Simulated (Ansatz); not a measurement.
TlInSe₂ (I4/mcm, No. 140), treated with PBE0 (Ansatz, a program for electronic structure, plane waves, PAW).

Numerical settings: plane-wave cutoff 460 eV, 4×4×4 k mesh, Fermi–Dirac smearing 0.01 eV, scalar-relativistic PAW data made under PBE.

Cell (measured lattice):

```cif
data_In2Se4Tl2
_chemical_formula_sum 'In2 Tl2 Se4'
_space_group_name_H-M_alt 'P 1'
_space_group_IT_number 1
_cell_length_a 6.65756
_cell_length_b 6.65756
_cell_length_c 6.65756
_cell_angle_alpha 105.333
_cell_angle_beta 105.333
_cell_angle_gamma 118.108
loop_
_space_group_symop_operation_xyz
  'x, y, z'
loop_
_atom_site_label
_atom_site_type_symbol
_atom_site_fract_x
_atom_site_fract_y
_atom_site_fract_z
_atom_site_occupancy
In1 In 0.75000 0.25000 0.50000 1
In2 In 0.25000 0.75000 0.50000 1
Tl1 Tl 0.25000 0.25000 0.00000 1
Tl2 Tl 0.75000 0.75000 0.00000 1
Se1 Se 0.67140 0.17140 0.84280 1
Se2 Se 0.17140 0.32860 0.50000 1
Se3 Se 0.32860 0.82860 0.15720 1
Se4 Se 0.82860 0.67140 0.50000 1
```

Question: Estimate the band gap and Γ–Γ gap that the calculation returns.

Answer: 
* **band gap**: 1.73 eV (on the SCF k mesh)
* **Γ–Γ gap**: 4.58 eV

Measured, for comparison: band gap 1.12 eV (temperature not stated, not corrected to a static lattice, thermal gap; as tabulated in arXiv:0804.1639).

Note: cell and atoms aren't relaxed at this level (pressure 1.4 GPa).

Spin–orbit coupling is not included; with these elements it can move the gap by several tenths of an eV or more.

Computed values are for the static lattice.

Cost on a shared machine: very roughly 10 core-minutes.
